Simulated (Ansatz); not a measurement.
The input, for Ansatz 0.2.0:

```yaml
crystal:
  periodic: [false, false, false]
  atoms:
    - {symbol: Al, position_ang: [0.000000, 0.000000, 1.052142]}
    - {symbol: Al, position_ang: [0.000000, 0.000000, -1.247870]}
    - {symbol: H, position_ang: [0.000000, 0.000000, 3.018142]}
    - {symbol: H, position_ang: [0.000000, 0.000000, -2.822413]}
basis:
  gaussian: {orbitals: 6-31G}
magnetization: {spin_polarized: false, initial_magnetization: 2}
hamiltonian: {xc: hf, pseudopotentials: {relativity: none}}
output: {orbitals: {seedname: orbitals}}
```

```sh
$ ansatz run in.yaml --threads 1 --pin off --events-out ev --progress --plain --max-ram 2393MiB
```

(1) Roughly how long does this take on 1 thread of Arm Neoverse V2, shared host, and how much host memory?

```
340 factors; integrals over basis functions are off by at most 1.3e-4 eV
mean field evaluation 1: about -13192.1270 eV, gradient 8.2e0 eV
mean field evaluation 2: about -13192.1387 eV, gradient 8.3e0 eV
mean field evaluation 4: about -13192.8503 eV, gradient 6.1e-1 eV
mean field evaluation 8: about -13192.8549 eV, gradient 8.2e-4 eV
mean field evaluation 16: about -13192.8254 eV, gradient 4.1e-1 eV
mean field evaluation 32: about -13191.1929 eV, gradient 5.8e-1 eV
mean field -13192.85490623 eV, -484.8284753659 hartree, gradient 1.2e-5 eV, S^2 2.000000; 0 other end points of the search recorded, 0 dependent functions left out
reference -13192.85490623 eV, -484.8284753659 hartree; 15, 13 occupied and 15, 17 virtual orbitals, 340 factors
Total energy: -13192.85490623 eV, -484.8284753659 hartree
```

Results:

(1) 0.18 s wall and 0.15 GiB.
